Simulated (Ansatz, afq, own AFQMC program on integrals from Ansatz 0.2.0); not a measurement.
**Be2H2, singlet: AFQMC among the cluster methods**

```xyz
4

Be    0.0000    0.0000    2.8445
Be    0.0000    0.0000   -2.8445
H     0.0000    0.0000    4.1920
H     0.0000    0.0000   -4.1920
```

Connectivity, by distances: BeH ··· BeH.

Basis cc-pVDZ. Only valence electrons are correlated. Ansatz 0.2.0 and our own AFQMC program on the same integrals; the CISD trial comes from CCSD amplitudes, and released means the phaseless constraint is let go. ± is one standard error of the sampling.

Determinant: RHF, the one that the program's search chose, which needn't be the lowest solution. The geometry is a point of a scan.

Full CI on the same integrals is exact in this basis and with this determinant's frozen core.

Cautions: higher spins were not checked; restricted determinant unstable towards unrestricted (UHF 2.91 eV lower, ⟨S²⟩ 1.00); strong correlation (T1 0.059, weight of the determinant 0.56, largest double 0.81); (T) is large, 7 % of the CCSD correlation; the CCSD(T) amplitudes may be one of several solutions (largest double 0.81); the CCSDT(Q) amplitudes may be one of several solutions (largest double 0.88); the ph-AFQMC/CISD walk drifts between its halves (2.2 errors); the released energy hasn't reached full CI (72 meV above it at 2.40 1/Eh), so no released level is given (meV from the phaseless value at times in 1/Eh: 29 ± 21 at 0.24, -6 ± 22 at 0.51, -35 ± 20 at 0.99, -20 ± 23 at 1.62, -11 ± 24 at 2.40).

```
T1 diagnostic                               : 0.0592
weight of the determinant in the CISD state : 0.561
size of the correlated space                : 6 electrons in 36 orbitals
```

Reference: full CI, correlation energy -5.025 eV. The cautions show a poor starting determinant, so the rows tell how each method copes with it here, and full CI is the sure value.

```
        level  E − E(reference) (kJ/mol)  share of correlation (%)
           HF                      484.9                      0.00
          MP2                      180.9                     62.69
         CCSD                       27.3                     94.38
      CCSD(T)                       -3.6                    100.74
        CCSDT                        0.9                     99.81
     CCSDT(Q)                       -0.3                    100.06
  ph-AFQMC/HF                110.2 ± 7.3                     77.27
ph-AFQMC/CISD                  8.0 ± 2.5                     98.34
```

CCSDT and higher add their correlation energy to the determinant of the CCSD(T) run, since their own runs factorise the integrals more tightly (a shift of under 2 meV). A walk keeps the symmetry of its determinant, which the program's search chose and which needn't be the lowest solution, so a lower state of the same spin and another symmetry isn't excluded.
